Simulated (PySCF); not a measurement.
**Two-dimensional NMR puzzle**

Compound of formula C3H3NO. Correlations simulated from computed shifts and couplings:

HSQC (one-bond C–H):
```csv
δH,δC,"¹J(C,H) (Hz)"
2.47,78.2,277
```

COSY cross peaks (|J| ≥ 2 Hz):
```csv
δH,δH,abs. J (Hz),bonds
4.90,4.42,7.3,2
```

HMBC (two and three bonds, |J| ≥ 2.5 Hz):
```csv
δH,δC [abs. J in Hz]
4.90,151.7 [5.0]
4.42,79.6 [11.2]
2.47,"151.7 [4.7], 79.6 [51.1]"
```

Carbons without hydrogens: δ 151.7, 79.6.

No solvent model, relativity neglected, one conformer. Spin–spin couplings from B3LYP/pcJ-1; PBE0/pcSseg-1 with gauge-including orbitals; structure optimised with PBE0-D3(BJ)/def2-SVP; PySCF.

References, each an isolated molecule treated in the same way: ¹H (31.27 ppm) and ¹³C (184.41 ppm) against TMS.

Exchangeable hydrogens are left out of these lists, and C,H couplings along chains are those of one rotamer, so weak HMBC peaks may be missing or extra.

**Question.** Assemble the structure.

**Answer.** propiolamide.

Mapped SMILES: `[CH:1]#[C:2][C:3]([NH2:4])=[O:5]` (H(Xn): hydrogen on atom n). Ha(N4) is cis to the C=O or C=S heteroatom; Hb(N4) is trans to the C=O or C=S heteroatom.

- δC 151.7 is C3, an amide carbonyl carbon.
- δC 79.6 is C2, an alkyne carbon.
- δC 78.2 is C1, a terminal alkyne carbon (δH 2.47).
- HMBC from δH 2.47 reaches the proton-free carbons C3, C2.
- COSY links 4.90–4.42.

OH/NH shifts are gas-phase values; hydrogen bonding in solution moves them, usually downfield. The two substituents on the amide-type nitrogen aren't averaged: C–N rotation is slow on the NMR time scale. Shifts are as computed. Against solution values, carbons near 30 ppm lie about +2 ppm off and those near 130 ppm about +5 ppm. Of 1211 compounds with measured shifts, 218 miss one by over three times the rms of a fit or turn the order of signals round; such compounds aren't used in these exercises. The C=O carbon of an acid or of an amide with N–H lies up to 10 ppm further downfield in solution, through hydrogen bonding that the calculation lacks.
